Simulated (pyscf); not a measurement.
# Routes from `[OH][AlH][AsH2]` + `[H][H]`

Candidate steps break at most two bonds and form at most two. Each was searched with GFN2-xTB (tblite) first. PySCF, gas phase, ωB97X-D3(BJ)/def2-SVP geometries. Energies: ωB97M-D3(BJ)/def2-TZVP, kcal/mol, from the separated reactants, singlet surface; ΔG‡ with ideal gas, 1 atm, RRHO with modes under 100 cm⁻¹ raised to 100, one conformer, R ln 2 for chiral ones without a mode under 150 cm⁻¹.

```tsv
products	type	ΔE‡	ΔE	ΔG‡ 298 K	ΔG‡ 900 K	ν‡ (cm⁻¹)
H₂Al–AsH₂ + H₂O	four-centre exchange	24.4	+29.5	–	–	1304i
AsH₃ + HO–AlH₂	multi-bond step	42.8	+8.3	51.5	69.7	491i
```

A dash marks a saddle under its separated products, where this table gives no free-energy barrier. Row 1: On the product side the descent ends in an adduct with a Al–O contact, 22.1 kcal/mol under the separated species and 16.3 kcal/mol under the saddle at ωB97X-D3(BJ)/def2-TZVP. Row 2: On the product side the descent ends in an adduct with a Al–As contact, 13.8 kcal/mol under the separated species and 45.1 kcal/mol under the saddle at ωB97X-D3(BJ)/def2-TZVP. 

Plain bond fissions and candidates not yet searched are not listed, and one of them may be faster. Each barrier is that of the saddle found; lower ones may exist. Elements up to Kr have no core potential and no relativistic terms here.
